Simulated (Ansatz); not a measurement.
Relaxation of C₆H₁₂ (18 atoms, charge 0, multiplicity 1), to a largest force component of 0.015 eV/Å in at most 40 steps.

Theory: RKS PBE0/STO-3G in Ansatz 0.2.0.

```xyz
18
Properties=species:S:1:pos:R:3
C 1.446 1.619 0.805
C 1.358 0.449 -0.083
C 0.242 -0.211 -0.536
C 0.501 -1.431 -1.386
C -1.151 0.191 -0.257
C -1.748 -0.542 0.938
H 0.448 1.938 1.206
H 2.104 1.499 1.635
H 1.791 2.535 0.272
H 2.349 0.083 -0.340
H -0.065 -1.286 -2.332
H -0.015 -2.300 -0.881
H 1.428 -1.662 -1.586
H -1.791 0.035 -1.115
H -1.224 1.260 -0.046
H -1.029 -1.263 1.349
H -2.644 -1.116 0.644
H -2.028 0.151 1.731
```

Question: Where does it end, and by what steps?

Answer: It converged. Limits of this set-up: minimal basis. After 22 steps the energy has fallen by 0.905 eV; H18 moved furthest, 1.00 Å. The start is strongly strained (largest force component 9 eV/Å).

| step | energy less start (eV) | largest force component (eV/Å) | accepted |
| --- | --- | --- | --- |
| 0 | 0.0000 | 8.942 | yes |
| 1 | -0.7516 | 1.013 | yes |
| 2 | -0.7773 | 0.132 | yes |
| 3 | -0.7808 | 0.126 | yes |
| 4 | -0.7827 | 0.037 | yes |
| 5 | -0.7886 | 0.072 | yes |
| 6 | -0.7856 | 0.559 | no |
| 7 | -0.7977 | 0.085 | yes |
| 8 | -0.8037 | 0.277 | yes |
| 9 | -0.8126 | 0.438 | yes |
| 10 | -0.8511 | 0.212 | yes |
| 11 | -0.8815 | 0.207 | yes |
| 12 | -0.7905 | 0.768 | no |
| 13 | -0.8949 | 0.101 | yes |
| 14 | -0.9022 | 0.025 | yes |
| 15 | -0.8997 | 0.179 | no |
| 16 | -0.9042 | 0.068 | yes |
| 17 | -0.9023 | 0.433 | no |
| 18 | -0.9045 | 0.036 | yes |
| 19 | -0.9047 | 0.017 | yes |
| 20 | -0.9048 | 0.020 | yes |
| 21 | -0.9048 | 0.023 | yes |
| 22 | -0.9049 | 0.007 | yes |

```xyz
18
Properties=species:S:1:pos:R:3
C 1.340 1.761 0.764
C 1.361 0.496 -0.076
C 0.307 -0.201 -0.522
C 0.505 -1.469 -1.349
C -1.154 0.172 -0.247
C -1.749 -0.611 0.951
H 0.321 2.127 0.932
H 1.803 1.578 1.746
H 1.919 2.558 0.275
H 2.365 0.131 -0.325
H 0.055 -1.355 -2.347
H 0.016 -2.329 -0.867
H 1.570 -1.699 -1.471
H -1.752 -0.044 -1.146
H -1.242 1.250 -0.048
H -1.700 -1.693 0.773
H -2.800 -0.334 1.104
H -1.193 -0.389 1.871
```

Whether the end is a true minimum wasn't checked by a vibrational analysis.

Run time: 79 s on 1 thread of Arm Neoverse V2, with other jobs on the host, peak memory 0.12 GiB.
